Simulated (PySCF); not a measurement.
Compound: C2H2F2O2.
Bonds: O1–C2 (double), C2–O3, C2–C4, C4–F5, C4–F6. Hydrogens: H7 on O3; H8 on C4.

Computed with PySCF at CAM-B3LYP/def2-SVPD, non-relativistic, on one gas-phase PBE0-D3(BJ)/def2-SVP geometry that isn't relaxed in the solvent. The solvent is an IEF-PCM continuum (cavity from Bondi-type radii × 1.2), and excitations are vertical TDDFT with non-equilibrium linear response and a frozen core. The model holds no explicit solvent molecules, cavitation or dispersion.

Gas-phase singlets (H = HOMO, L = LUMO):

```json
{"state": "S1", "E (eV)": "5.635", "λ (nm)": "220", "f": "0.001", "leading configurations": "H→L 94%"}
{"state": "S2", "E (eV)": "7.950", "λ (nm)": "156", "f": "0.047", "leading configurations": "H→L+1 74%, H-1→L 19%"}
{"state": "S3", "E (eV)": "8.374", "λ (nm)": "148", "f": "0.006", "leading configurations": "H-2→L 86%"}
{"state": "S4", "E (eV)": "8.533", "λ (nm)": "145", "f": "0.123", "leading configurations": "H-1→L 56%, H→L+1 16%"}
{"state": "S5", "E (eV)": "8.853", "λ (nm)": "140", "f": "0.004", "leading configurations": "H-1→L+1 92%"}
```

How does the list change in cyclohexane (ε = 2.017)?

```json
{"state": "S1", "E (eV)": "5.679", "λ (nm)": "218", "f": "0.001", "leading configurations": "H→L 94%", "change by rank (eV)": "+0.044"}
{"state": "S2", "E (eV)": "8.082", "λ (nm)": "153", "f": "0.069", "leading configurations": "H→L+1 57%, H-1→L 35%", "change by rank (eV)": "+0.132"}
{"state": "S3", "E (eV)": "8.367", "λ (nm)": "148", "f": "0.020", "leading configurations": "H-2→L 80%, H-1→L 8%", "change by rank (eV)": "-0.007"}
{"state": "S4", "E (eV)": "8.480", "λ (nm)": "146", "f": "0.150", "leading configurations": "H-1→L 42%, H→L+1 32%", "change by rank (eV)": "-0.053"}
{"state": "S5", "E (eV)": "9.037", "λ (nm)": "137", "f": "0.003", "leading configurations": "H-1→L+1 91%", "change by rank (eV)": "+0.184"}
```

What are the lowest 5 singlets in chloroform (ε = 4.711)?

```json
{"state": "S1", "E (eV)": "5.721", "λ (nm)": "217", "f": "0.001", "leading configurations": "H→L 94%", "change by rank (eV)": "+0.086"}
{"state": "S2", "E (eV)": "8.165", "λ (nm)": "152", "f": "0.087", "leading configurations": "H-1→L 51%, H→L+1 40%", "change by rank (eV)": "+0.215"}
{"state": "S3", "E (eV)": "8.373", "λ (nm)": "148", "f": "0.020", "leading configurations": "H-2→L 81%", "change by rank (eV)": "-0.001"}
{"state": "S4", "E (eV)": "8.497", "λ (nm)": "146", "f": "0.140", "leading configurations": "H→L+1 47%, H-1→L 30%", "change by rank (eV)": "-0.036"}
{"state": "S5", "E (eV)": "9.174", "λ (nm)": "135", "f": "0.002", "leading configurations": "H-1→L+1 88%", "change by rank (eV)": "+0.321"}
```

The ground-state energy changes by -0.264 eV from gas to chloroform. By how much does the total energy of gas-phase S1 change?

E(S1) = E(S0) + excitation energy, so it changes by -0.264 + 0.086 = -0.178 eV: it is lowered less than the ground state, which is what a blue shift means. This is the vertical state, with the slow part of the continuum still set for S0.

How do the frontier levels move from gas to chloroform?

```csv
orbital,gas (eV),solvent (eV),change (eV)
LUMO+2,1.61,1.87,+0.26
LUMO+1,0.73,1.14,+0.41
LUMO,0.11,0.25,+0.14
HOMO,-10.49,-10.43,+0.06
HOMO-1,-11.79,-11.63,+0.16
HOMO-2,-12.53,-12.41,+0.12
HOMO-3,-13.79,-13.73,+0.06
```

The HOMO–LUMO gap goes from 10.61 to 10.68 eV. Rows go by rank; for HOMO-3 and LUMO+2 the atom shares or the degeneracy differ between the runs, so the row needn't follow one orbital.

The run took about 30 s of CPU time (one thread, shared machine). This is the whole response run at CAM-B3LYP/def2-SVPD in chloroform, SCF included.

Shape of the structure used: `[O:1]=[C:2]([OH:3])[CH:4]([F:5])[F:6]`: O1–C2–C4–F5 10°, H–O3–C2–O1 2°.
